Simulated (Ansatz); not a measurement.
Geometry optimisation, Ansatz, UHF/def2-SVP.

Input:

```yaml
crystal:
  periodic: [false, false, false]
  atoms:
    - { symbol: C, position_ang: [-0.02623, -0.96, 0.40007] }
    - { symbol: C, position_ang: [0.23489, 0.46408, 0.08851] }
    - { symbol: S, position_ang: [-1.52486, 0.0763, -0.03868] }
    - { symbol: H, position_ang: [0.18855, -1.56065, -0.5318] }
    - { symbol: H, position_ang: [0.69809, 0.83637, -0.8405] }
    - { symbol: H, position_ang: [0.42956, 1.1439, 0.92239] }
total_charge: -1
magnetization:
  spin_polarized: true
basis:
  gaussian: { orbitals: def2-SVP }
hamiltonian:
  xc: hf
relax:
  f_tol: 0.02
  max_steps: 40
```

Command:

```bash
$ ansatz run input.yaml --threads 1 --pin off --max-ram 2048MiB --backend cpu --events-out ev --progress --plain --runs-dir out
```

Q: Where does it end, and by what steps?

A: The forces met the threshold. Limits of this set-up: an anion without diffuse functions, the dipole of an ion depends on the origin. After 5 steps the energy has fallen by 0.110 eV; S3 moved furthest, 0.08 Å.

| step | energy less start (eV) | largest force component (eV/Å) | accepted |
| --- | --- | --- | --- |
| 0 | 0.0000 | 1.248 | yes |
| 1 | -0.0575 | 0.838 | yes |
| 2 | -0.1019 | 0.286 | yes |
| 3 | -0.1082 | 0.120 | yes |
| 4 | -0.1098 | 0.037 | yes |
| 5 | -0.1099 | 0.013 | yes |

```xyz
6
Properties=species:S:1:pos:R:3
C 0.050 -0.974 0.413
C 0.213 0.449 0.100
S -1.583 0.125 -0.068
H 0.201 -1.519 -0.534
H 0.678 0.786 -0.832
H 0.441 1.132 0.921
```

Whether the end is a true minimum wasn't checked by a vibrational analysis.

Time of the run: 13 s on 1 thread of Arm Neoverse N1, on a shared host, peak memory 0.12 GiB.
